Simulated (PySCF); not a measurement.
# Two structures, one formula

Two relaxed structures of CH$_{4}$Si$_{2}$, singlet (PBE0-D4/def2-TZVP; forces vanish, vibrations not checked).

A:

C1  (-0.820, -0.777, -0.552)
Si2  (0.290, 0.669, -0.789)
Si3  (0.398, -0.599, 1.030)
H4  (-1.892, -0.731, -0.365)
H5  (-0.111, 1.953, -1.432)
H6  (0.034, 1.044, 0.841)
H7  (-0.547, -1.650, -1.142)
(Å)

B:

C1  (0.343, 0.022, 0.702)
Si2  (0.307, 0.509, -1.159)
Si3  (-1.157, -0.631, -0.311)
H4  (-2.370, -1.448, -0.076)
H5  (1.137, 1.285, -2.108)
H6  (0.171, 0.797, 1.448)
H7  (1.094, -0.692, 1.040)
(Å)

PySCF 2.14 with density fitting (its default auxiliary sets; JK sets also for MP2 and CCSD(T)); basis: def2-TZVPP; cores frozen in the correlated methods. B3LYP uses VWN-RPA correlation.

**Question.** Which structure is lower at CCSD(T), and by how much? (To be estimated.)

**Answer.** By the calculation: A, by 73.4 kJ/mol (electronic energy, against the other). By their contacts, A is CH₄Si₂ ([H]1[Si]2[CH2][SiH]12) and B is CH₄Si₂ ([CH2]1[SiH][SiH]1).

All methods give the same order:

```tsv
method	E(B) − E(A) (kJ/mol)
PBE-D4	74.3
r2SCAN-D4	69.4
PBE0-D4	74.8
B3LYP-D4	75.5
wB97M-V	89.0
HF	75.7
MP2	66.8
CCSD	76.8
CCSD(T)	73.4
```

No T1 diagnostic of these runs exceeds 0.019. The restricted Hartree–Fock reference is unstable towards an unrestricted one at one or more of these structures.

Labels in which every atom is bracketed show which atoms are joined, not bond orders.

For scale, one of the runs: CCSD(T)/def2-TZVPP, 171 basis functions, launched by `OMP_NUM_THREADS=2 python run.py`. Hardware: 2 CPU threads of an Arm Neoverse V1, shared host. Wall time 4.2 min; peak host memory 1.1 GiB.
